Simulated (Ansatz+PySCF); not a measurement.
Values are calculated unless marked as measured or tabulated.
A run of PySCF 2.14.0 on singlet H2S in separate pieces at this shape:

| atom | x (Å) | y (Å) | z (Å) |
| --- | --- | --- | --- |
| S | 0.0000 | 0.0000 | -0.3120 |
| H | 0.0000 | 2.9146 | 2.4964 |
| H | 0.0000 | -2.9146 | 2.4964 |

Its results:

- Converged: yes
- Total energy: -398.13842 hartree
- Spin squared of the determinant: 0.000
- Cycles: 17

Problem. Which input gives this output? Name the method, the orbitals and the basis set, and write the input.

Solution. RHF in 6-31G*. An unrestricted run that stays on the closed shell gives the same numbers.

```python
from pyscf import gto, scf

mol = gto.M(atom="""
S 0.000000 0.000000 -0.312050
H 0.000000 2.914580 2.496440
H 0.000000 -2.914580 2.496440
""", basis='6-31g*', charge=0, spin=0)
mf = scf.RHF(mol)
mf.kernel()
print(mf.converged, mf.e_tot, mf.spin_square()[0])
```

Caution: an unrestricted determinant lies well below.
